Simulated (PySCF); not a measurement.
Species: C2H5O (doublet state).
SMILES: `CC[O]`

Theory: PBE0-D3(BJ)/def2-SVP geometry optimisation, gas phase in PySCF 2.14.0.

Take the most abundant isotopes and a rigid rotor. 

Q: What are A, B and C (MHz)?

A: Ia = 12.62, Ib = 52.57, Ic = 58.97 u·Å²; 505379 MHz·u·Å²/I gives A = 40045, B = 9614, C = 8570 MHz.

Q: Classify the top.

A: A near-prolate asymmetric top. Ray's parameter κ = (2B − A − C)/(A − C) = -0.934; −1 is the prolate and +1 the oblate limit.

Q: Is it planar, by Δ = Ic − Ia − Ib?

A: Not planar: Δ = Ic − Ia − Ib = -6.22 u·Å². For a rigid frame Δ = −2 Σ m c², so Σ m c² = 3.11 u·Å² lies off the ab plane, practically all of it from hydrogen. The atom farthest from that plane is 0.89 Å away.

Q: Give the other two planar moments, Paa and Pbb, and the rms extents of the mass along the axes.

A: Paa = Σ m a² = (Ib + Ic − Ia)/2 = 49.46 and Pbb = Σ m b² = (Ia + Ic − Ib)/2 = 9.51 u·Å². With the mass M = 45.03 u, the rms extents √(P/M) along a, b and c are 1.05, 0.46, 0.26 Å.

Q: Predict some low-J microwave lines.

A: The dipole components are |μa| = 1.57 D, |μb| = 1.22 D, |μc| = 0.00 D; the mirror of this Cs structure is the ab plane, so μc vanishes by symmetry (the 0.01 D computed is a residue) and there are no c-type lines. Intensities carry the squares of the components, which stand as 1.00 : 0.60 (a : b). Some lines, for components of 0.1 D or more:

```
type  branch         J(Ka,Kc)     MHz  lower level (cm⁻¹)
   b       R  2(0,2) ← 1(1,1)    5909               1.622
   a       Q  4(1,3) ← 4(1,4)   10439               6.921
   b       Q  2(1,1) ← 2(0,2)   32546               1.819
   b       R  4(0,4) ← 3(1,3)   44534               4.567
   a       R  3(1,3) ← 2(1,2)   52967               2.800
   a       R  3(2,1) ← 2(2,0)   54655               5.950
   a       R  4(3,1) ← 3(3,0)   72787              12.932
   a       R  4(1,3) ← 3(1,2)   74767               4.776
   b       R  4(1,4) ← 3(0,3)   98529               3.635
   b       R  2(2,0) ← 1(1,1)  129775               1.622
   b       Q  3(3,0) ← 3(2,1)  154651               7.774
   b       Q  3(3,1) ← 3(2,2)  154782               7.769
   b       R  3(3,0) ← 2(2,1)  209332               5.950
   b       R  4(3,2) ← 3(2,1)  227435               7.774
```

Q: Estimate the classical rotational partition function at 10 K, 25 K and 50 K.

A: Point group Cs, symmetry number σ = 1; q = (√π/σ)·√((kT/h)³/(ABC)), k/h = 20836.6 MHz/K: 92.8 at 10 K, 367 at 25 K, 1040 at 50 K.

For this open shell read J as N, the rotation without spin; fine and hyperfine splittings come on top. PBE0-D3(BJ)/def2-SVP frequencies: not computed here. ⟨S²⟩ = 0.754 (exact for a doublet: 0.75). No vibrational averaging or centrifugal distortion is included, and the geometry carries the error of its method. A rigid rotor knows nothing of internal rotation, which can split or shift real lines.

Time: 7.9 s. Hardware: one thread of an x86-64 server, shared host. This is the geometry optimisation.
